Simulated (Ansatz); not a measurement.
`CC(C)(N)F` + H₂ → `CC(N)F` + CH₄ at 298.15 K and 1 bar (hydrogenolysis of a C–C bond).

Program: Ansatz. Geometries: PBE0-D4/def2-TZVP. ΔE: electronic, gas phase. CBS: MP2 limit from def2 TZ/QZ plus the TZ coupled-cluster correction, frozen cores. This one scheme is used for every species. Each species was taken in one conformer, which may not be the lowest.

```
    species  CCSD(T)/CBS energy (Eh)  H − E (kJ/mol)  S (J/(mol·K))
`CC(C)(N)F`               -273.47895           314.0          320.6
         H₂                 -1.17544            35.1          130.4
   `CC(N)F`               -234.21706           240.0          287.8
        CH₄                -40.46206           127.4          186.2
```

H − E and S are ideal-gas, rigid-rotor, harmonic terms from PBE0-D4/def2-TZVP, for one conformer and one mirror image of each species. For small species the MP2-based limit differs from directly extrapolated CCSD(T) by up to some mEh (0.8 for H₂); such offsets cancel only in part. 1 Eh = 2625.50 kJ/mol, R = 8.31446 J/(mol·K).

**Question.** By hand: ΔE, ΔH, ΔS and ΔG.

**Answer.** ΔE = (-234.21706) + (-40.46206) − (-273.47895) − (-1.17544) = -0.02473 Eh = -64.9 kJ/mol. Δ(H − E) = 240.0 + 127.4 − 314.0 − 35.1 = 18.3, so ΔH = -46.6 kJ/mol. ΔS = 287.8 + 186.2 − 320.6 − 130.4 = 23.0 J/(mol·K). ΔG = -46.6 − 298.15 × (23.0)/1000 = -53.5 kJ/mol.

**Question.** By hand: the equilibrium constant, and the temperature at which ΔG would vanish if ΔH and ΔS stayed fixed.

**Answer.** log₁₀ K = −ΔG/(RT ln 10) = 9.4. ΔH and −TΔS have one sign here, so there is no such temperature.

ΔH outweighs TΔS. A doubt of 5 kJ/mol in ΔE shifts log₁₀ K by 0.9 here. Other conformers and mirror images would add mixing entropy, several J/(mol·K) or more a flexible species. These are equilibria of isolated gas molecules and say nothing of rates. Largest T1 diagnostic: 0.010 (customary marks: 0.02 for closed shells, 0.045 for open ones).
